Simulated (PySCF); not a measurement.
Isomers of C4H4FN.

All values: B3LYP/def2-SVPD (PySCF) at PBE0-D3(BJ)/def2-SVP geometries, gas phase, one conformer each. Core orbitals are frozen in the response; Δα² is half the sum of the squared differences of the principal polarisabilities.

Question: Rank by dipole moment, highest first.
A. `C/C(F)=C\C#N`
B. `N#CC1(F)CC1`
C. `C/C=C(\F)C#N`
D. `C/C(F)=C/C#N`
E. `Fc1ccc[nH]1`
F. `C/C(C#N)=C/F`

Answer: D (5.53 D), F (4.80 D), C (4.28 D), B (4.00 D), A (3.21 D), E (1.77 D).

Question: Rank by HOMO energy, lowest first.
A. `Fc1ccc[nH]1`
B. `C/C(C#N)=C/F`
C. `[CH2:1]=[C:2]([C:3]#[N:4])[CH2:5][F:6]` with C1–C2–C5–F6 -1°
D. `[CH2:1]=[CH:2][C@H:3]([F:4])[C:5]#[N:6]` with C1–C2–C3–F4 -123°
E. `[F:1]/[CH:2]=[CH:3]/[C@H:4]1[CH:5]=[N:6]1` with C2–C3–C4–C5 -43°
F. `[N:1]#[C:2]/[CH:3]=[CH:4]/[CH2:5][F:6]` with C3–C4–C5–F6 0°

Answer: D (-8.58 eV), C (-8.18 eV), F (-8.03 eV), B (-7.76 eV), E (-6.82 eV), A (-5.97 eV).

Question: Rank by HOMO–LUMO gap, lowest first.
A. `C1CC1(F)C#N`
B. `[N:1]#[C:2][CH2:3]/[CH:4]=[CH:5]\[F:6]` with C2–C3–C4–C5 -121°
C. `[F:1]/[CH:2]=[CH:3]/[C@H:4]1[CH:5]=[N:6]1` with C2–C3–C4–C5 -43°
D. `C/C=C(/F)C#N`
E. `[N:1]#[C:2]/[CH:3]=[CH:4]/[CH2:5][F:6]` with C3–C4–C5–F6 0°
F. `[CH2:1]=[CH:2][C@H:3]([F:4])[C:5]#[N:6]` with C1–C2–C3–F4 -123°

Answer: C (5.65 eV), D (5.98 eV), E (6.12 eV), F (7.02 eV), B (7.25 eV), A (7.98 eV).

All values together:

```csv
SMILES,μ (D),HOMO (eV),LUMO (eV),α (Å³),Δα (Å³),ΔSCF removal energy (eV)
C/C=C(/F)C#N,3.96,-7.80,-1.81,8.20,4.88,10.16
C/C(F)=C/C#N,5.53,-7.73,-1.64,8.41,6.43,10.08
C/C(F)=C\C#N,3.21,-7.74,-1.65,8.21,5.22,10.10
C/C=C(\F)C#N,4.28,-7.81,-1.75,8.41,6.43,10.15
C/C(C#N)=C/F,4.80,-7.76,-1.69,8.12,4.29,10.12
Fc1ccc[nH]1,1.77,-5.97,0.46,7.78,3.77,8.34
C=C[C@H](F)C#N,3.85,-8.58,-1.57,7.98,3.74,11.05
N#C/C=C/CF,4.30,-8.03,-1.91,8.38,6.47,10.35
F/C=C/[C@H]1C=N1,2.49,-6.82,-1.17,7.85,2.92,9.16
N#CC/C=C\F,3.87,-7.93,-0.68,7.86,3.97,10.44
N#CC1(F)CC1,4.00,-8.56,-0.57,7.45,2.82,10.94
C=C(C#N)CF,2.34,-8.18,-1.95,8.08,4.44,10.54
```

Conformers: `[CH2:1]=[CH:2][C@H:3]([F:4])[C:5]#[N:6]` with C1–C2–C3–F4 -123°; `[N:1]#[C:2]/[CH:3]=[CH:4]/[CH2:5][F:6]` with C3–C4–C5–F6 0°; `[F:1]/[CH:2]=[CH:3]/[C@H:4]1[CH:5]=[N:6]1` with C2–C3–C4–C5 -43°; `[N:1]#[C:2][CH2:3]/[CH:4]=[CH:5]\[F:6]` with C2–C3–C4–C5 -121°; `[CH2:1]=[C:2]([C:3]#[N:4])[CH2:5][F:6]` with C1–C2–C5–F6 -1°.

Q: By how much does the ΔSCF value exceed −ε(HOMO) over the species that have both?

A: By 2.33 to 2.51 eV, 2.38 eV on average, over 12 species.
